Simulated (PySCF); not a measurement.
Molecule (SMILES): C (CH4).
Geometry (B3LYP-D3(BJ)/def2-TZVP, fixed):
```xyz
5

C      0.0000     0.0000     0.0000
H      0.6205     0.6269     0.6390
H     -0.6429    -0.6249     0.6185
H      0.6369    -0.6328    -0.6166
H     -0.6146     0.6308    -0.6409
```

Basis-set convergence of the isotropic shielding of C1 at PBE with PySCF. GIAO, no density fitting; atoms are numbered in the order shown. All functions are spherical. Core-valence sets carry the plain set on hydrogen. No added dispersion term, no relativity. Reference: the value in pcseg-3, 190.18 ppm, itself unsure by roughly 0.90 ppm (its distance from pcSseg-2). Deviations are taken from unrounded values. Cost is core time over that of cc-pVTZ, rough, on shared machines of one kind; a dash marks a row that isn't timed (too short, read off another run, short of memory, by another algorithm or on other hardware).

```tsv
basis	functions	isotropic shielding of C1 (ppm)	minus reference (ppm)	cost
def2-SV(P)	22	192.30	2.12	-
cc-pVDZ	34	199.94	9.75	-
pcseg-1	34	197.24	7.06	-
def2-SVPD	52	195.43	5.25	-
def2-TZVP	55	192.55	2.37	-
aug-cc-pVDZ	59	199.73	9.54	0.7×
aug-pcseg-1	59	196.22	6.03	-
cc-pVTZ	86	192.80	2.62	1×
pcseg-2	86	191.45	1.27	1×
pcSseg-2	92	189.28	-0.90	1×
cc-pCVTZ	99	190.59	0.40	1×
6-311++G(3df,3pd)	111	191.42	1.24	2×
pcseg-3	192	190.18	0.00	10×
```
